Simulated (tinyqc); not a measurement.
Inside a calculation (part 1 of 2). Method: RKS/exchange-only LDA in the sto-3g basis, for H2O, spin multiplicity 1. Computed by tinyqc, a small Python program that keeps every step (integrals from PySCF). Settings: charge = 0, multiplicity = 1, basis = sto-3g, energy threshold = 1e-08, iteration cap = 71, orthogonalisation = symmetric, start = random, DIIS depth = 3, method = RKS, functional = Slater exchange alone, grid = [40, 86]. Command: `OMP_NUM_THREADS=1 python tinyqc.py 24245 24246 out.jsonl` (the two numbers bound the seeds that draw the settings). One thread of a shared host (Intel(R) Xeon(R) Processor @ 2.60GHz), about 0.3 s of CPU time with the checks. Later iterations appear only in the table of the cycle.

## One-electron integrals

Geometry (angstrom):
```
atom         x          y         z
O     0.000000   0.000000  0.000000
H     0.000000   0.710000  0.575000
H     0.000000  -0.710000  0.575000
```

Basis sto-3g: exponents (1/bohr^2) and contraction coefficients of normalised primitives:
```
element  l (shell)    exponent  coefficient
O            s (1)  130.709320     0.154329
O            s (1)   23.808861     0.535328
O            s (1)    6.443608     0.444635
O            s (2)    5.033151    -0.099967
O            s (2)    1.169596     0.399513
O            s (2)    0.380389     0.700115
O            p (3)    5.033151     0.155916
O            p (3)    1.169596     0.607684
O            p (3)    0.380389     0.391957
H            s (1)    3.425251     0.154329
H            s (1)    0.623914     0.535328
H            s (1)    0.168855     0.444635
```

Overlap, kinetic and nuclear-attraction integrals over the contracted functions; the nuclear repulsion is the sum of Za Zb / Rab.

nuclear repulsion = 9.63987856 hartree

overlap S, order 1O 1s, 1O 2s, 1O 2px, 1O 2py, 1O 2pz, 2H 1s, 3H 1s:
$$\begin{pmatrix}
1.000000 & 0.236704 & 0.000000 & 0.000000 & 0.000000 & 0.059834 & 0.059834 \\
0.236704 & 1.000000 & 0.000000 & 0.000000 & 0.000000 & 0.503812 & 0.503812 \\
0.000000 & 0.000000 & 1.000000 & 0.000000 & 0.000000 & 0.000000 & 0.000000 \\
0.000000 & 0.000000 & 0.000000 & 1.000000 & 0.000000 & 0.317167 & -0.317167 \\
0.000000 & 0.000000 & 0.000000 & 0.000000 & 1.000000 & 0.256861 & 0.256861 \\
0.059834 & 0.503812 & 0.000000 & 0.317167 & 0.256861 & 1.000000 & 0.287567 \\
0.059834 & 0.503812 & 0.000000 & -0.317167 & 0.256861 & 0.287567 & 1.000000
\end{pmatrix}$$

kinetic energy T (hartree), order 1O 1s, 1O 2s, 1O 2px, 1O 2py, 1O 2pz, 2H 1s, 3H 1s:
$$\begin{pmatrix}
29.003200 & -0.168011 & 0.000000 & 0.000000 & 0.000000 & 0.000966 & 0.000966 \\
-0.168011 & 0.808128 & 0.000000 & 0.000000 & 0.000000 & 0.150617 & 0.150617 \\
0.000000 & 0.000000 & 2.528731 & 0.000000 & 0.000000 & 0.000000 & 0.000000 \\
0.000000 & 0.000000 & 0.000000 & 2.528731 & 0.000000 & 0.247814 & -0.247814 \\
0.000000 & 0.000000 & 0.000000 & 0.000000 & 2.528731 & 0.200694 & 0.200694 \\
0.000966 & 0.150617 & 0.000000 & 0.247814 & 0.200694 & 0.760032 & 0.017447 \\
0.000966 & 0.150617 & 0.000000 & -0.247814 & 0.200694 & 0.017447 & 0.760032
\end{pmatrix}$$

nuclear attraction V (hartree), order 1O 1s, 1O 2s, 1O 2px, 1O 2py, 1O 2pz, 2H 1s, 3H 1s:
$$\begin{pmatrix}
-61.776857 & -7.457278 & 0.000000 & 0.000000 & -0.021448 & -1.943231 & -1.943231 \\
-7.457278 & -10.190211 & 0.000000 & 0.000000 & -0.247777 & -4.183448 & -4.183448 \\
0.000000 & 0.000000 & -10.024893 & 0.000000 & 0.000000 & 0.000000 & 0.000000 \\
0.000000 & 0.000000 & 0.000000 & -10.191976 & 0.000000 & -2.347007 & 2.347007 \\
-0.021448 & -0.247777 & 0.000000 & 0.000000 & -10.134478 & -1.988288 & -1.988288 \\
-1.943231 & -4.183448 & 0.000000 & -2.347007 & -1.988288 & -6.030901 & -1.894701 \\
-1.943231 & -4.183448 & 0.000000 & 2.347007 & -1.988288 & -1.894701 & -6.030901
\end{pmatrix}$$

core Hamiltonian H = T + V (hartree), order 1O 1s, 1O 2s, 1O 2px, 1O 2py, 1O 2pz, 2H 1s, 3H 1s:
$$\begin{pmatrix}
-32.773657 & -7.625289 & 0.000000 & 0.000000 & -0.021448 & -1.942264 & -1.942264 \\
-7.625289 & -9.382084 & 0.000000 & 0.000000 & -0.247777 & -4.032831 & -4.032831 \\
0.000000 & 0.000000 & -7.496161 & 0.000000 & 0.000000 & 0.000000 & 0.000000 \\
0.000000 & 0.000000 & 0.000000 & -7.663245 & 0.000000 & -2.099193 & 2.099193 \\
-0.021448 & -0.247777 & 0.000000 & 0.000000 & -7.605747 & -1.787593 & -1.787593 \\
-1.942264 & -4.032831 & 0.000000 & -2.099193 & -1.787593 & -5.270869 & -1.877253 \\
-1.942264 & -4.032831 & 0.000000 & 2.099193 & -1.787593 & -1.877253 & -5.270869
\end{pmatrix}$$

## Two-electron integrals

Functions are numbered as in S; the eight-fold symmetry (ij|kl) = (ji|kl) = (kl|ij) leaves the list below.

Two-electron integrals (ij|kl) in chemists' order, unique and non-zero (hartree):
```
(11|11) 4.785065    (21|11) 0.741380    (21|21) 0.136873    (22|11) 1.118947
(22|21) 0.256633    (22|22) 0.817206    (31|31) 0.024477    (32|31) 0.037809
(32|32) 0.180518    (33|11) 1.115814    (33|21) 0.256684    (33|22) 0.817023
(33|33) 0.880159    (41|41) 0.024477    (42|41) 0.037809    (42|42) 0.180518
(43|43) 0.047444    (44|11) 1.115814    (44|21) 0.256684    (44|22) 0.817023
(44|33) 0.785270    (44|44) 0.880159    (51|51) 0.024477    (52|51) 0.037809
(52|52) 0.180518    (53|53) 0.047444    (54|54) 0.047444    (55|11) 1.115814
(55|21) 0.256684    (55|22) 0.817023    (55|33) 0.785270    (55|44) 0.785270
(55|55) 0.880159    (61|11) 0.190694    (61|21) 0.034878    (61|22) 0.064871
(61|33) 0.064751    (61|41) 0.001237    (61|42) 0.002305    (61|44) 0.064974
(61|51) 0.001002    (61|52) 0.001867    (61|54) 0.000181    (61|55) 0.064897
(61|61) 0.009001    (62|11) 0.434800    (62|21) 0.100844    (62|22) 0.352150
(62|33) 0.346428    (62|41) 0.005828    (62|42) 0.043335    (62|44) 0.356600
(62|51) 0.004720    (62|52) 0.035095    (62|54) 0.008238    (62|55) 0.353100
(62|61) 0.026134    (62|62) 0.183272    (63|31) 0.010899    (63|32) 0.062167
(63|43) 0.009149    (63|53) 0.007409    (63|63) 0.027060    (64|11) 0.233432
(64|21) 0.054876    (64|22) 0.204729    (64|33) 0.195309    (64|41) 0.013704
(64|42) 0.086268    (64|44) 0.219490    (64|51) 0.002272    (64|52) 0.019518
(64|54) 0.012174    (64|55) 0.199168    (64|61) 0.014891    (64|62) 0.129433
(64|64) 0.117504    (65|11) 0.189047    (65|21) 0.044442    (65|22) 0.165802
(65|33) 0.158173    (65|41) 0.002272    (65|42) 0.019518    (65|44) 0.162938
(65|51) 0.012739    (65|52) 0.077974    (65|54) 0.013007    (65|55) 0.176116
(65|61) 0.012059    (65|62) 0.104822    (65|64) 0.073247    (65|65) 0.086380
(66|11) 0.553290    (66|21) 0.130404    (66|22) 0.519187    (66|33) 0.498018
(66|41) 0.010333    (66|42) 0.103500    (66|44) 0.535999    (66|51) 0.008368
(66|52) 0.083821    (66|54) 0.030759    (66|55) 0.522929    (66|61) 0.034148
(66|62) 0.330444    (66|64) 0.266818    (66|65) 0.216085    (66|66) 0.774606
(71|11) 0.190694    (71|21) 0.034878    (71|22) 0.064871    (71|33) 0.064751
(71|41) -0.001237   (71|42) -0.002305   (71|44) 0.064974    (71|51) 0.001002
(71|52) 0.001867    (71|54) -0.000181   (71|55) 0.064897    (71|61) 0.008869
(71|62) 0.025354    (71|64) 0.013122    (71|65) 0.011704    (71|66) 0.032706
(71|71) 0.009001    (72|11) 0.434800    (72|21) 0.100844    (72|22) 0.352150
(72|33) 0.346428    (72|41) -0.005828   (72|42) -0.043335   (72|44) 0.356600
(72|51) 0.004720    (72|52) 0.035095    (72|54) -0.008238   (72|55) 0.353100
(72|61) 0.025354    (72|62) 0.152103    (72|64) 0.073349    (72|65) 0.084709
(72|66) 0.229633    (72|71) 0.026134    (72|72) 0.183272    (73|31) 0.010899
(73|32) 0.062167    (73|43) -0.009149   (73|53) 0.007409    (73|63) 0.021829
(73|73) 0.027060    (74|11) -0.233432   (74|21) -0.054876   (74|22) -0.204729
(74|33) -0.195309   (74|41) 0.013704    (74|42) 0.086268    (74|44) -0.219490
(74|51) -0.002272   (74|52) -0.019518   (74|54) 0.012174    (74|55) -0.199168
(74|61) -0.013122   (74|62) -0.073349   (74|64) -0.013873   (74|65) -0.039841
(74|66) -0.095802   (74|71) -0.014891   (74|72) -0.129433   (74|74) 0.117504
(75|11) 0.189047    (75|21) 0.044442    (75|22) 0.165802    (75|33) 0.158173
(75|41) -0.002272   (75|42) -0.019518   (75|44) 0.162938    (75|51) 0.012739
(75|52) 0.077974    (75|54) -0.013007   (75|55) 0.176116    (75|61) 0.011704
(75|62) 0.084709    (75|64) 0.039841    (75|65) 0.068288    (75|66) 0.140842
(75|71) 0.012059    (75|72) 0.104822    (75|74) -0.073247   (75|75) 0.086380
(76|11) 0.187891    (76|21) 0.043957    (76|22) 0.165739    (76|33) 0.161917
(76|44) 0.165015    (76|51) 0.003283    (76|52) 0.028594    (76|55) 0.170112
(76|61) 0.011287    (76|62) 0.085510    (76|64) 0.051780    (76|65) 0.054984
(76|66) 0.157782    (76|71) 0.011287    (76|72) 0.085510    (76|74) -0.051780
(76|75) 0.054984    (76|76) 0.047792    (77|11) 0.553290    (77|21) 0.130404
(77|22) 0.519187    (77|33) 0.498018    (77|41) -0.010333   (77|42) -0.103500
(77|44) 0.535999    (77|51) 0.008368    (77|52) 0.083821    (77|54) -0.030759
(77|55) 0.522929    (77|61) 0.032706    (77|62) 0.229633    (77|64) 0.095802
(77|65) 0.140842    (77|66) 0.363040    (77|71) 0.034148    (77|72) 0.330444
(77|74) -0.266818   (77|75) 0.216085    (77|76) 0.157782    (77|77) 0.774606
```

## Orthogonalisation

S = U s U^T; symmetric (Loewdin) form X = U s^(-1/2) U^T, so that X^T S X = 1.

eigenvalues of S: [0.313308, 0.385193, 0.883938, 1.000000, 1.093015, 1.327240, 1.997306]

X, order 1O 1s, 1O 2s, 1O 2px, 1O 2py, 1O 2pz, 2H 1s, 3H 1s:
$$\begin{pmatrix}
1.024370 & -0.145697 & 0.000000 & 0.000000 & -0.011452 & 0.022753 & 0.022753 \\
-0.145697 & 1.284985 & 0.000000 & 0.000000 & 0.131511 & -0.323909 & -0.323909 \\
0.000000 & 0.000000 & 1.000000 & 0.000000 & 0.000000 & 0.000000 & 0.000000 \\
0.000000 & 0.000000 & 0.000000 & 1.126188 & 0.000000 & -0.250230 & 0.250230 \\
-0.011452 & 0.131511 & 0.000000 & 0.000000 & 1.065748 & -0.162450 & -0.162450 \\
0.022753 & -0.323909 & 0.000000 & -0.250230 & -0.162450 & 1.246112 & -0.106953 \\
0.022753 & -0.323909 & 0.000000 & 0.250230 & -0.162450 & -0.106953 & 1.246112
\end{pmatrix}$$

## Starting guess

The start is random orthonormal orbitals; D = 2 C_occ C_occ^T.

D at the start, order 1O 1s, 1O 2s, 1O 2px, 1O 2py, 1O 2pz, 2H 1s, 3H 1s:
$$\begin{pmatrix}
1.722111 & -0.280056 & 0.143871 & 0.720572 & -0.224224 & -0.711435 & 0.500536 \\
-0.280056 & 2.755139 & -0.446514 & -0.367119 & 0.697610 & -0.356472 & -2.417839 \\
0.143871 & -0.446514 & 1.803176 & -0.069389 & -0.084853 & 0.479974 & -0.344607 \\
0.720572 & -0.367119 & -0.069389 & 1.343465 & 0.362596 & 0.108818 & 1.008943 \\
-0.224224 & 0.697610 & -0.084853 & 0.362596 & 2.266907 & -0.921641 & -0.920135 \\
-0.711435 & -0.356472 & 0.479974 & 0.108818 & -0.921641 & 1.365101 & 0.537445 \\
0.500536 & -2.417839 & -0.344607 & 1.008943 & -0.920135 & 0.537445 & 2.905417
\end{pmatrix}$$

## Iteration 1: exchange-correlation on the grid

Becke grid with 40 radial and 86 angular points per atom, points of zero weight dropped. rho = sum D_ij phi_i phi_j; V_xc,ij = sum w v_xc phi_i phi_j; v_xc is d(rho eps)/d rho.

The 8 grid points with the largest w rho, of 10298 (bohr, atomic units):
```
x                  y          z         w       rho     eps_xc       v_xc
-0.901732   0.000000   0.363912  0.020786  0.636839  -0.635421  -0.847228
-1.047315   0.000000   0.422665  0.031016  0.422235  -0.554076  -0.738769
-0.675186   0.183844   0.675186  0.020209  0.641608  -0.637003  -0.849338
-1.129387   0.000000   0.000000  0.030568  0.419607  -0.552925  -0.737233
-0.972395   0.000000   0.000000  0.020393  0.624305  -0.631225  -0.841633
-1.047315   0.000000  -0.422665  0.031317  0.405844  -0.546812  -0.729083
-0.784194  -0.213526  -0.784194  0.031490  0.403353  -0.545691  -0.727588
-1.047315   0.422665   0.000000  0.030948  0.404488  -0.546202  -0.728270
```

electrons on the grid, sum of w rho = 10.000058

E_xc = sum of w rho eps_xc = -7.41822323 hartree

V_xc (hartree), order 1O 1s, 1O 2s, 1O 2px, 1O 2py, 1O 2pz, 2H 1s, 3H 1s:
$$\begin{pmatrix}
-2.649692 & -0.382084 & 0.002774 & -0.013862 & 0.002759 & -0.099424 & -0.097871 \\
-0.382084 & -0.715584 & 0.026438 & -0.030816 & -0.000641 & -0.304017 & -0.285928 \\
0.002774 & 0.026438 & -0.714982 & -0.005021 & 0.003441 & 0.007218 & 0.011650 \\
-0.013862 & -0.030816 & -0.005021 & -0.693773 & -0.025565 & -0.186444 & 0.150455 \\
0.002759 & -0.000641 & 0.003441 & -0.025565 & -0.724650 & -0.148461 & -0.135007 \\
-0.099424 & -0.304017 & 0.007218 & -0.186444 & -0.148461 & -0.461827 & -0.132395 \\
-0.097871 & -0.285928 & 0.011650 & 0.150455 & -0.135007 & -0.132395 & -0.454260
\end{pmatrix}$$

## Iteration 1: building the Kohn-Sham matrix

J_ij = sum D_kl (ij|kl); F = H + J + V_xc; E = tr D H + tr D J / 2 + E_xc + E_nn.

Coulomb J (hartree), order 1O 1s, 1O 2s, 1O 2px, 1O 2py, 1O 2pz, 2H 1s, 3H 1s:
$$\begin{pmatrix}
15.903744 & 3.064097 & -0.023770 & 0.043257 & 0.003415 & 0.782733 & 0.777664 \\
3.064097 & 7.892449 & -0.133498 & 0.128384 & 0.105727 & 3.459363 & 3.397605 \\
-0.023770 & -0.133498 & 7.868081 & 0.008503 & -0.006046 & -0.043976 & -0.050064 \\
0.043257 & 0.128384 & 0.008503 & 7.872368 & 0.047729 & 2.057777 & -1.932219 \\
0.003415 & 0.105727 & -0.006046 & 0.047729 & 7.917151 & 1.686421 & 1.648882 \\
0.782733 & 3.459363 & -0.043976 & 2.057777 & 1.686421 & 5.315350 & 1.643495 \\
0.777664 & 3.397605 & -0.050064 & -1.932219 & 1.648882 & 1.643495 & 5.232680
\end{pmatrix}$$

Kohn-Sham matrix F (hartree), order 1O 1s, 1O 2s, 1O 2px, 1O 2py, 1O 2pz, 2H 1s, 3H 1s:
$$\begin{pmatrix}
-19.519606 & -4.943275 & -0.020996 & 0.029395 & -0.015274 & -1.258956 & -1.262471 \\
-4.943275 & -2.205219 & -0.107060 & 0.097569 & -0.142692 & -0.877485 & -0.921154 \\
-0.020996 & -0.107060 & -0.343062 & 0.003482 & -0.002605 & -0.036758 & -0.038414 \\
0.029395 & 0.097569 & 0.003482 & -0.484650 & 0.022164 & -0.227861 & 0.317429 \\
-0.015274 & -0.142692 & -0.002605 & 0.022164 & -0.413245 & -0.249633 & -0.273718 \\
-1.258956 & -0.877485 & -0.036758 & -0.227861 & -0.249633 & -0.417346 & -0.366153 \\
-1.262471 & -0.921154 & -0.038414 & 0.317429 & -0.273718 & -0.366153 & -0.492449
\end{pmatrix}$$

total energy of this density = -65.26282810 hartree

## Iteration 1: diagonalisation and new density

Diagonalise F' = X^T F X, C = X C', fill 5 alpha and 5 beta electrons from the bottom; D = 2 C_occ C_occ^T. Each column has its largest component positive (the first on a tie).

F' = X^T F X (hartree):
$$\begin{pmatrix}
-19.160198 & -2.566185 & -0.007590 & 0.020243 & -0.027515 & -0.235777 & -0.225133 \\
-2.566185 & -1.127858 & -0.110505 & 0.098363 & -0.002689 & -0.392531 & -0.391593 \\
-0.007590 & -0.110505 & -0.343062 & 0.003507 & -0.004403 & -0.007944 & -0.008443 \\
0.020243 & 0.098363 & 0.003507 & -0.318463 & 0.019490 & -0.270622 & 0.295332 \\
-0.027515 & -0.002689 & -0.004403 & 0.019490 & -0.329455 & -0.186243 & -0.201389 \\
-0.235777 & -0.392531 & -0.007944 & -0.270622 & -0.186243 & 0.066364 & -0.105024 \\
-0.225133 & -0.391593 & -0.008443 & 0.295332 & -0.201389 & -0.105024 & 0.015748
\end{pmatrix}$$

orbital energies (hartree): MO1 -19.526632, MO2 -1.081990, MO3 -0.535269, MO4 -0.412699, MO5 -0.321111, MO6 0.292249, MO7 0.388528

coefficients C, order 1O 1s, 1O 2s, 1O 2px, 1O 2py, 1O 2pz, 2H 1s, 3H 1s:
$$\begin{pmatrix}
0.994670 & -0.238479 & -0.034908 & 0.069684 & 0.051509 & 0.119678 & 0.049363 \\
0.024825 & 0.898219 & 0.128793 & -0.359531 & -0.205138 & -0.885316 & -0.347005 \\
0.001204 & 0.132294 & 0.061903 & -0.325167 & 0.932679 & 0.052022 & 0.018316 \\
-0.002104 & -0.149045 & 0.783238 & 0.037289 & -0.016968 & 0.274824 & -0.825011 \\
0.004031 & 0.188804 & 0.007307 & 0.823877 & 0.297495 & -0.603479 & -0.197091 \\
-0.005381 & 0.053611 & 0.288520 & 0.150564 & -0.024917 & 0.490424 & 1.186895 \\
-0.006879 & 0.094190 & -0.235708 & 0.177903 & 0.012733 & 1.138135 & -0.605833
\end{pmatrix}$$

D after iteration 1, order 1O 1s, 1O 2s, 1O 2px, 1O 2py, 1O 2pz, 2H 1s, 3H 1s:
$$\begin{pmatrix}
2.109935 & -0.459260 & -0.014260 & 0.015669 & 0.062927 & -0.038002 & -0.016047 \\
-0.459260 & 1.990692 & 0.104823 & -0.085955 & -0.373217 & 0.072318 & -0.024998 \\
-0.014260 & 0.104823 & 1.993917 & 0.001628 & 0.070008 & -0.094503 & -0.096223 \\
0.015669 & -0.085955 & 0.001628 & 1.274719 & 0.006496 & 0.448075 & -0.384443 \\
0.062927 & -0.373217 & 0.070008 & 0.006496 & 1.605987 & 0.257685 & 0.332784 \\
-0.038002 & 0.072318 & -0.094503 & 0.448075 & 0.257685 & 0.218874 & -0.072902 \\
-0.016047 & -0.024998 & -0.096223 & -0.384443 & 0.332784 & -0.072902 & 0.192578
\end{pmatrix}$$

## Iteration 2: exchange-correlation on the grid

As before.

The 8 grid points with the largest w rho, of 10298 (bohr, atomic units):
```
x                  y          z         w       rho     eps_xc       v_xc
1.047315    0.000000  -0.422665  0.031317  0.407453  -0.547534  -0.730045
-0.784194  -0.213526  -0.784194  0.031490  0.401047  -0.544649  -0.726199
-1.047315   0.000000  -0.422665  0.031317  0.401285  -0.544757  -0.726343
0.901732    0.000000  -0.363912  0.020878  0.601223  -0.623348  -0.831130
0.784194   -0.213526  -0.784194  0.031490  0.397830  -0.543189  -0.724252
-0.784194   0.213526  -0.784194  0.031490  0.396466  -0.542567  -0.723423
1.129387    0.000000   0.000000  0.030568  0.406232  -0.546986  -0.729315
-0.675186  -0.183844  -0.675186  0.020992  0.591106  -0.619831  -0.826442
```

electrons on the grid, sum of w rho = 10.000370

E_xc = sum of w rho eps_xc = -8.49748909 hartree

V_xc (hartree), order 1O 1s, 1O 2s, 1O 2px, 1O 2py, 1O 2pz, 2H 1s, 3H 1s:
$$\begin{pmatrix}
-2.819860 & -0.400690 & -0.000509 & 0.000580 & 0.001601 & -0.103540 & -0.103621 \\
-0.400690 & -0.750946 & -0.002515 & 0.002488 & -0.000214 & -0.303491 & -0.303163 \\
-0.000509 & -0.002515 & -0.749554 & -0.000087 & -0.001661 & -0.000694 & -0.000657 \\
0.000580 & 0.002488 & -0.000087 & -0.742120 & -0.000760 & -0.170571 & 0.170695 \\
0.001601 & -0.000214 & -0.001661 & -0.000760 & -0.746814 & -0.140461 & -0.139663 \\
-0.103540 & -0.303491 & -0.000694 & -0.170571 & -0.140461 & -0.403013 & -0.128797 \\
-0.103621 & -0.303163 & -0.000657 & 0.170695 & -0.139663 & -0.128797 & -0.397359
\end{pmatrix}$$

## Iteration 2: building the Kohn-Sham matrix

As before.

Coulomb J (hartree), order 1O 1s, 1O 2s, 1O 2px, 1O 2py, 1O 2pz, 2H 1s, 3H 1s:
$$\begin{pmatrix}
17.914575 & 3.397533 & 0.003071 & -0.002978 & -0.003012 & 0.865096 & 0.865451 \\
3.397533 & 8.487120 & 0.013053 & -0.010746 & 0.028033 & 3.608395 & 3.609915 \\
0.003071 & 0.013053 & 8.481140 & 0.000186 & 0.003817 & 0.004474 & 0.004396 \\
-0.002978 & -0.010746 & 0.000186 & 8.474899 & 0.002616 & 2.073261 & -2.078240 \\
-0.003012 & 0.028033 & 0.003817 & 0.002616 & 8.481615 & 1.696602 & 1.695421 \\
0.865096 & 3.608395 & 0.004474 & 2.073261 & 1.696602 & 5.285652 & 1.687432 \\
0.865451 & 3.609915 & 0.004396 & -2.078240 & 1.695421 & 1.687432 & 5.278947
\end{pmatrix}$$

Kohn-Sham matrix F (hartree), order 1O 1s, 1O 2s, 1O 2px, 1O 2py, 1O 2pz, 2H 1s, 3H 1s:
$$\begin{pmatrix}
-17.678942 & -4.628446 & 0.002562 & -0.002398 & -0.022859 & -1.180708 & -1.180434 \\
-4.628446 & -1.645910 & 0.010538 & -0.008258 & -0.219958 & -0.727927 & -0.726079 \\
0.002562 & 0.010538 & 0.235425 & 0.000099 & 0.002156 & 0.003780 & 0.003740 \\
-0.002398 & -0.008258 & 0.000099 & 0.069535 & 0.001857 & -0.196503 & 0.191648 \\
-0.022859 & -0.219958 & 0.002156 & 0.001857 & 0.129055 & -0.231452 & -0.231835 \\
-1.180708 & -0.727927 & 0.003780 & -0.196503 & -0.231452 & -0.388231 & -0.318619 \\
-1.180434 & -0.726079 & 0.003740 & 0.191648 & -0.231835 & -0.318619 & -0.389281
\end{pmatrix}$$

total energy of this density = -73.83927611 hartree
